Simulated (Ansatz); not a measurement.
The parent structure is Ni in the fcc (Cu type) structure (space group Fm-3m, No. 225; a = 3.4628 Å; ferromagnetic).

Calculations: DFT with PBEsol, PAW potentials and a 420 eV plane-wave cutoff in Ansatz (an electronic-structure program), scalar-relativistic without spin-orbit coupling.

Now apply this change: every Ni is replaced by Pt; the structure is relaxed again.

Measured lattice parameter a: Ni 3.508 Å (static lattice; corrected from measurement; as listed in Daniel Mejia-Rodriguez, S. B. Trickey, Phys. Rev. B (2018)); Pt 3.913 Å (static lattice; corrected from measurement; as listed in Daniel Mejia-Rodriguez, S. B. Trickey, Phys. Rev. B (2018)).

Problem. How well does PBEsol reproduce the measured shift?

Solution. With PBEsol the lattice parameter a moves by +0.455 Å (3.463 → 3.918) against +0.405 Å measured.

The magnetic state is the one reached from the starting moments; the real material's order can differ, and small cells can't hold many antiferromagnetic ones. Whether these cells are dynamically stable was not tested. Spin-polarised in the final run: base; the other runs are not. Pt lies near a magnetic instability that expansion can trigger; it was not tested.
